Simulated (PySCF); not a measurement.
Stepwise substitution at one centre (C Cl-H). Isolated molecules, 0 K electronic values unless said otherwise. Strings in code marks are SMILES.

The LUMO from two functionals at the same geometries (PBE0-D4/def2-TZVP), both in PySCF: PBE-D3(BJ)/def2-TZVP and PBE0-D4/def2-TZVP. 

```
species                                    PBE-D3(BJ)/def2-TZVP (eV)  PBE0-D4/def2-TZVP (eV)
-----------------------------------------  -------------------------  ----------------------
0 of 4 Cl replaced by H (`ClC(Cl)(Cl)Cl`)                      -2.52                   -1.45
1 of 4 Cl replaced by H (`ClC(Cl)Cl`)                          -1.86                   -0.76
2 of 4 Cl replaced by H                                        -1.09                    0.02
3 of 4 Cl replaced by H                                        -0.23                    0.85
4 of 4 Cl replaced by H (`C`)                                   0.92                    1.69
```

Over these rows, drawn at random from the members with no instability flagged (it was tested for open shells, ions and some series alone), PBE minus PBE0-D4: mean -1.03 eV, from -1.11 eV to -0.77 eV.
